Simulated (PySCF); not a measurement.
# LiC and its ions

UHF-CCSD(T); PySCF, no relativity, basis sets Li aug-pcseg-1, C aug-pcseg-1. Neutral (UHF): quartet (σ ↑, π ↑↑), Re = 1.900 Å, ωe = 658 cm⁻¹, De = 2.42 eV.

LiC⁺ (UHF): triplet (σ ↑, π ↑), Re = 2.416 Å, ωe = 278 cm⁻¹, De = 0.41 eV to Li⁺ + C. The energies at the minima are -45.26422 hartree for LiC and -44.99431 for LiC⁺.

(1) Work out the adiabatic ionisation energy, without and with harmonic zero-point energies (1 hartree = 27.2114 eV, 1 eV = 8065.5 cm⁻¹), and the change of the bond length.

Correlated steps freeze 1 core orbital. Weak bonds: LiC⁺. Basis-set superposition, not corrected here, can be much of De in a small basis, most of all at correlated wavefunction levels. For an ion De counts to the pair picked by the measured ionisation energies or electron affinities, which need not be the lowest pair at this level. States were picked by a PBE0 search and need not be the measured ground states.

## Answers

(1) At UHF-CCSD(T): 0.26991 hartree = 7.345 eV between the minima; the zero-point term (278.0 − 658.0)/2 cm⁻¹ = -0.024 eV makes it 7.321 eV. Re changes by +51.6 pm against the neutral. The electron leaves a π orbital, and the ion is left as a loose complex of an ion and an atom.
